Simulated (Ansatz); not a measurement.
cyclo-(PH)4 (P4H4). The state is a singlet with charge 0. Geometry r2SCAN-D4/def2-SVP, basis def2-TZVP, Ansatz.

Cartesian coordinates in Å:
```
P 0.849 -1.236 -0.684
P -0.814 0.092 -1.500
P -1.506 -0.070 0.666
P 0.700 0.091 1.143
H 1.942 -0.572 -1.328
H -0.089 1.317 -1.293
H -1.854 1.308 0.846
H 0.771 -0.931 2.150
```

| run | HOMO (eV) | LUMO (eV) |
| --- | --- | --- |
| A | -7.69 | -0.40 |
| B | -6.81 | -1.33 |
| C | -9.27 | 0.79 |
| D | -5.80 | -2.15 |
| E | -6.01 | -1.99 |
| F | -5.76 | -2.07 |

LC-ωPBE has ω = 0.4 bohr⁻¹.

The runs used BHLYP, LC-ωPBE, PBE, PBE0, r2SCAN, revPBE. Estimate which is which.

A BHLYP (50 % exact exchange); B PBE0 (25 % exact exchange); C LC-ωPBE (range-separated); D PBE (0 % exact exchange); E r2SCAN (0 % exact exchange); F revPBE (0 % exact exchange). Exact exchange lowers occupied and raises empty levels; among semilocal functionals meta-GGAs tend to open the gap a little, and such runs are hard to tell apart. The gap grows from 3.64 eV (PBE) to 10.06 eV (LC-ωPBE).
